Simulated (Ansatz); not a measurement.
HN–CH⁺, quintet: reading a ladder of total energies

Geometry: that of the HN–CH, quartet, kept fixed.

```xyz
4

N    -0.0301   -0.1308    0.6612
C     0.1162    0.1026   -0.7459
H    -0.2826    0.7427    1.1410
H    -0.6838   -0.1484   -1.4423
```

Basis cc-pVDZ; Ansatz 0.2.0. Correlated methods freeze the noble-gas cores, which leaves 10 electrons in 36 orbitals. R marks a restricted (for open shells ROHF) determinant, U an unrestricted one.

Full CI isn't at hand for all of this; UCCSDT(Q) serves as the reference, and is uncertain by about the last step of the cluster series.

Runs differ by some tens of microhartree through their thresholds and, for an open shell, their frozen cores, so steps under 0.03 kcal/mol mean nothing.

```tsv
level	total energy (hartree)
UHF	-92.937816
UMP2	-93.104678
UCCSD	-93.137155
UCCSD(T)	-93.140944
UCCSDT	-93.141690
UCCSDT(Q)	-93.141877
```

Question: What is the correlation energy at UCCSDT(Q), and what share of it do UMP2 and UCCSD recover?

Answer: E(corr) = -93.141877 − (-92.937816) = -0.204061 hartree = -5.553 eV. UMP2: -0.166862 / -0.204061 = 81.77 %. UCCSD: -0.199339 / -0.204061 = 97.69 %.

Question: By how many kcal/mol does UCCSD(T) miss UCCSDT(Q) (1 hartree = 627.509 kcal/mol), and which steps make up the rest?

Answer: -93.140944 − (-93.141877) = 0.000933 hartree = 0.59 kcal/mol. Steps: UCCSDT − UCCSD(T) = -0.47, UCCSDT(Q) − UCCSDT = -0.12 kcal/mol. That is within 1 kcal/mol of the reference in this basis, which itself misses far more of the correlation at the basis-set limit.
